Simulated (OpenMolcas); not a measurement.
# CH4BN− (SMILES [BH2-]N=C): name the method

CH4BN−: 7 atoms, total charge -1, spin state doublet. SMILES: `[BH2-]N=C`. The coordinates come from a GFN2-xTB relaxation.

```
atom    x (Å)    y (Å)    z (Å)
   B  -1.0111   0.2159  -0.6170
   N  -0.0971  -0.6384  -0.0295
   C   1.0028  -0.3293   0.6270
   H  -2.0294  -0.2502  -1.0736
   H  -0.8730   1.4311  -0.7423
   H   1.6998  -1.1222   0.9139
   H   1.3080   0.6931   0.9215
```

A calculation with OpenMolcas 26.06 gave:

* total energy: -119.8384 Eh
* HOMO energy: 1.62 eV
* LUMO energy: 4.97 eV
* ⟨S²⟩: 0.766
* largest force: 0.742 eV/Å

Which of these levels gave the numbers?
A. PBE/cc-pVDZ
B. PBE0/def2-SVP
C. HF/3-21G
D. B3LYP/def2-SVPD

B. The others give -120.0171 Eh (B3LYP/def2-SVPD), -119.9156 Eh (PBE/cc-pVDZ), -118.5970 Eh (HF/3-21G).
